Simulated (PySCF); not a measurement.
diphosphorus (P₂), SMILES P#P.

The structure is a stationary point at B3LYP-D3(BJ)/def2-TZVPD.

Computed with B3LYP-D3(BJ)/def2-TZVPD in PySCF 2.14.0.

Frequencies are harmonic and unscaled.

Question: List the normal modes with their intensities. (The exact figures need the calculation; the answer reports its results.)

Answer: 
```json
[
 {"mode": "1", "ν (cm⁻¹)": "812", "IR (km/mol)": "0.0", "Raman (Å⁴/amu)": "65.9", "depolarisation": "0.11", "moving atoms (share of kinetic energy)": "P 100 %"}
]
```
